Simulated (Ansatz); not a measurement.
Mulliken charges of C3H2S, SMILES `C#CC=S` from B3LYP/def2-TZVPP in Ansatz (PBE0-D4/def2-TZVP geometry).

```json
{"atom": "C1", "x (Å)": "0.360", "y (Å)": "0.996", "z (Å)": "-1.148", "charge (e)": "0.118"}
{"atom": "C2", "x (Å)": "0.108", "y (Å)": "0.231", "z (Å)": "-0.252", "charge (e)": "-0.279"}
{"atom": "C3", "x (Å)": "-0.162", "y (Å)": "-0.649", "z (Å)": "0.813", "charge (e)": "-0.110"}
{"atom": "S4", "x (Å)": "-1.300", "y (Å)": "-1.798", "z (Å)": "0.794", "charge (e)": "-0.136"}
{"atom": "H5", "x (Å)": "0.570", "y (Å)": "1.665", "z (Å)": "-1.950", "charge (e)": "0.268"}
{"atom": "H6", "x (Å)": "0.466", "y (Å)": "-0.509", "z (Å)": "1.696", "charge (e)": "0.139"}
```

Question: By hand: the dipole of these point charges (1 e Å = 4.8032 D).

Answer: Σ q r = (0.425, 0.744, -0.549) e Å, of length 1.018 e Å = 4.89 D.

Question: How does the dipole of the full density compare? (Estimate.)

Answer: The calculation gave: (0.278, 0.340, -0.101) e Å, 2.16 D; the point charges give 2.26 times that, at 22° from its direction.

Point charges leave out the atoms' own dipoles, such as those of lone pairs, and Mulliken's split depends on the basis, so the two needn't agree.

B3LYP here is the variant with VWN-RPA as its local correlation; programs differ in this.
